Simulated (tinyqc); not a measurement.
UKS/B3LYP (VWN-RPA form) in the sto-3g basis, for H2O, spin multiplicity 3, step by step. One step of it, computed by the program tinyqc.

Problem. Iteration 1: diagonalisation and new density. A level shift of 1 hartree raises the virtual space: F + shift (S - S D(s) S), with D(s) the density of one spin. Diagonalise F' = X^T F X, C = X C', fill 6 alpha and 4 beta electrons from the bottom; D(s) = C_occ C_occ^T; the new density keeps 0.7 of the old one (damping). Each column has its largest component positive (the first on a tie).

F(alpha) (hartree), lower triangle:
```
             1O 1s      1O 2s    1O 2px     1O 2py     1O 2pz      2H 1s      3H 1s
1O 1s   -18.056372
1O 2s    -4.688664  -1.676057
1O 2px    0.000000   0.000000  0.141656
1O 2py   -0.001710  -0.018255  0.000000   0.159132
1O 2pz   -0.004033  -0.084633  0.000000  -0.003839   0.195456
2H 1s    -0.548767  -0.424506  0.000000  -0.169871  -0.135463  -0.340567
3H 1s    -0.557809  -0.418523  0.000000   0.152564  -0.129172  -0.131248  -0.280225
```

F(beta) (hartree), lower triangle:
```
             1O 1s      1O 2s    1O 2px     1O 2py     1O 2pz      2H 1s      3H 1s
1O 1s   -18.039868
1O 2s    -4.672043  -1.589218
1O 2px    0.000000   0.000000  0.418354
1O 2py   -0.001747  -0.019363  0.000000   0.194088
1O 2pz   -0.003824  -0.081269  0.000000  -0.004810   0.229288
2H 1s    -0.546800  -0.396532  0.000000  -0.153129  -0.120305  -0.165522
3H 1s    -0.555882  -0.383660  0.000000   0.126338  -0.107856  -0.098272  -0.033664
```

X, lower triangle:
```
            1O 1s      1O 2s    1O 2px     1O 2py     1O 2pz      2H 1s     3H 1s
1O 1s    1.023133
1O 2s   -0.132095   1.104827
1O 2px   0.000000   0.000000  1.000000
1O 2py   0.000076  -0.000791  0.000000   1.050449
1O 2pz  -0.004835   0.042796  0.000000  -0.000373   1.022091
2H 1s    0.015976  -0.169221  0.000000  -0.138882  -0.087802   1.078348
3H 1s    0.016163  -0.171917  0.000000   0.140456  -0.089003  -0.037612  1.080262
```

D(alpha) at the start, lower triangle:
```
            1O 1s      1O 2s    1O 2px     1O 2py     1O 2pz     2H 1s     3H 1s
1O 1s    1.064762
1O 2s   -0.286529   1.295943
1O 2px   0.000000   0.000000  1.000000
1O 2py   0.001565  -0.013128  0.000000   1.089250
1O 2pz  -0.018270   0.120858  0.000000  -0.005881   1.061728
2H 1s    0.050904  -0.327167  0.000000  -0.095071  -0.169917  0.424967
3H 1s    0.060230  -0.407047  0.000000   0.147771  -0.205356  0.542983  0.763229
```

D(beta) at the start, lower triangle:
```
            1O 1s      1O 2s    1O 2px     1O 2py     1O 2pz     2H 1s     3H 1s
1O 1s    1.063204
1O 2s   -0.272921   1.177020
1O 2px   0.000000   0.000000  0.000000
1O 2py   0.000202  -0.001217  0.000000   1.088057
1O 2pz  -0.012266   0.068386  0.000000  -0.000625   1.038577
2H 1s    0.026017  -0.109677  0.000000  -0.116854  -0.073956  0.027217
3H 1s    0.026391  -0.111322  0.000000   0.118152  -0.074874  0.002153  0.027850
```

overlap S, lower triangle:
```
           1O 1s     1O 2s    1O 2px     1O 2py    1O 2pz     2H 1s     3H 1s
1O 1s   1.000000
1O 2s   0.236704  1.000000
1O 2px  0.000000  0.000000  1.000000
1O 2py  0.000000  0.000000  0.000000   1.000000
1O 2pz  0.000000  0.000000  0.000000   0.000000  1.000000
2H 1s   0.027302  0.307597  0.000000   0.234194  0.162927  1.000000
3H 1s   0.027762  0.311214  0.000000  -0.236397  0.164501  0.111972  1.000000
```

Give: F' = X^T F X; orbital energies; coefficients C; F' = X^T F X; orbital energies; coefficients C; D(alpha) after iteration 1; D(beta) after iteration 1.

Solution.

F' = X^T F X (alpha) (hartree), lower triangle:
```
         1       2      3       4       5       6      7
1  -17.696
2   -2.533  -0.754
3    0.000   0.000  0.142
4    0.001  -0.018  0.000   0.264
5   -0.017  -0.017  0.000  -0.003   0.242
6   -0.042  -0.196  0.000  -0.219  -0.128   0.436
7   -0.044  -0.183  0.000   0.210  -0.123  -0.534  0.221
```

orbital energies (alpha) (hartree): MO1 -18.067, MO2 -0.585, MO3 -0.087, MO4 0.141, MO5 0.142, MO6 0.312, MO7 0.998

coefficients C (alpha):
```
           MO1     MO2     MO3     MO4    MO5     MO6     MO7
1O 1s    0.993  -0.208  -0.179   0.022  0.000  -0.045   0.007
1O 2s    0.028   0.729   0.828  -0.098  0.000   0.262  -0.041
1O 2px   0.000   0.000   0.000   0.000  1.000   0.000   0.000
1O 2py   0.000   0.017   0.100   0.881  0.000  -0.135  -0.581
1O 2pz   0.002   0.105  -0.241   0.152  0.000   0.984  -0.035
2H 1s   -0.005   0.270  -0.504   0.219  0.000  -0.347   0.851
3H 1s   -0.005   0.331  -0.665  -0.113  0.000  -0.401  -0.708
```

F' = X^T F X (beta) (hartree), lower triangle:
```
         1       2      3       4       5       6      7
1  -17.682
2   -2.528  -0.653
3    0.000   0.000  1.418
4    0.001  -0.019  0.000   0.297
5   -0.017  -0.012  0.000  -0.004   0.275
6   -0.038  -0.271  0.000  -0.223  -0.147   0.978
7   -0.040  -0.283  0.000   0.221  -0.147  -0.043  1.120
```

orbital energies (beta) (hartree): MO1 -18.050, MO2 -0.395, MO3 0.188, MO4 0.237, MO5 1.108, MO6 1.248, MO7 1.418

coefficients C (beta):
```
           MO1     MO2     MO3     MO4     MO5     MO6    MO7
1O 1s    0.994  -0.262   0.016   0.039   0.070   0.050  0.000
1O 2s    0.027   1.001  -0.068  -0.168  -0.416  -0.298  0.000
1O 2px   0.000   0.000   0.000   0.000   0.000   0.000  1.000
1O 2py   0.000   0.032   0.919  -0.119  -0.322   0.424  0.000
1O 2pz   0.002   0.107   0.105   0.956  -0.297  -0.196  0.000
2H 1s   -0.004   0.038   0.152   0.072   1.071  -0.206  0.000
3H 1s   -0.004   0.021  -0.105   0.081   0.159   1.088  0.000
```

D(alpha) after iteration 1, lower triangle:
```
         1O 1s   1O 2s  1O 2px  1O 2py  1O 2pz  2H 1s  3H 1s
1O 1s    1.065
1O 2s   -0.287   1.296
1O 2px   0.000   0.000   1.000
1O 2py   0.002  -0.017   0.000   1.004
1O 2pz  -0.018   0.121   0.000  -0.011   1.061
2H 1s    0.051  -0.329   0.000  -0.008  -0.166  0.446
3H 1s    0.061  -0.406   0.000   0.071  -0.209  0.542  0.752
```

D(beta) after iteration 1, lower triangle:
```
         1O 1s   1O 2s  1O 2px  1O 2py  1O 2pz   2H 1s  3H 1s
1O 1s    1.061
1O 2s   -0.264   1.135
1O 2px   0.000   0.000   0.000
1O 2py   0.001  -0.004   0.000   1.019
1O 2pz  -0.005   0.030   0.000  -0.005   1.008
2H 1s    0.015  -0.072   0.000  -0.042  -0.025   0.028
3H 1s    0.016  -0.073   0.000   0.051  -0.032  -0.001  0.025
```
